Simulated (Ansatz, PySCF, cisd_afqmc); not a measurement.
Species: CN, charge 0, doublet. CN (SMILES [C]#N, doublet).
B3LYP-D3(BJ)/def2-TZVP minimum from Ansatz (a program for electronic structure):
```
C
N 1 1.1622
```
Charge 0, spin multiplicity 2.

Atomisation energy term by term, kcal/mol (programs: Ansatz, cisd_afqmc). UHF or UKS for unpaired electrons; spin-orbit terms are left out. Correlated methods leave the cores frozen. Rows without X2C or -DK are non-relativistic. AFQMC/CISD: phaseless, guided by CISD from CCSD amplitudes; bars are statistical, one sigma. Outlying blocks are dropped, and bars are widened where a walk drifts. Over all cases where full CI ran beside it in this data, AFQMC minus full CI had a median of +0.1 mEh and passed +0.4 mEh in a tenth of the cases. CBS(X,Y): correlation extrapolated as X^-3, Hartree-Fock from the larger set (Q,5: extrapolated as (X+1)exp(-9√X)). A bracket is a step between two methods taken in the basis named. 'core' is core correlation in cc-pwCVTZ, 'X2C' scalar relativity in cc-pVTZ-DK, both at CCSD(T). The UHF reference of CN ([C]#N, doublet) is spin-contaminated (<S^2> up to 0.37 over the pure value in the sets run).

| term | basis | kcal/mol |
|---|---|---|
| Hartree-Fock | CBS(cc-pVQZ,cc-pV5Z) | 90.87 |
| CCSD correlation | CBS(cc-pVQZ,cc-pV5Z) | 77.67 |
| (T) | CBS(cc-pVQZ,cc-pV5Z) | 9.54 |
| CCSDT(Q) - CCSD(T) | cc-pVQZ | 2.25 |
| CCSDTQ - CCSDT(Q) | cc-pVDZ | -0.37 |
| core correlation | cc-pwCVTZ | 1.16 |
| scalar relativity | X2C, cc-pVTZ-DK | -0.15 |
| minus zero-point energy | Hessian by PySCF at B3LYP-D3(BJ)/def2-TZVP | -3.08 |
| sum: D0 |  | 177.9 |

The step beyond CCSD(T) by other levels: CCSDTQ in cc-pVDZ 2.05; AFQMC/CISD in cc-pVDZ 1.23 ± 0.26; CCSDT(Q) in cc-pVDZ 2.42; AFQMC/CISD in cc-pVTZ 1.27 ± 0.18; CCSDT(Q) in cc-pVTZ 2.28; AFQMC/CISD in cc-pVQZ 1.09 ± 0.23 kcal/mol.
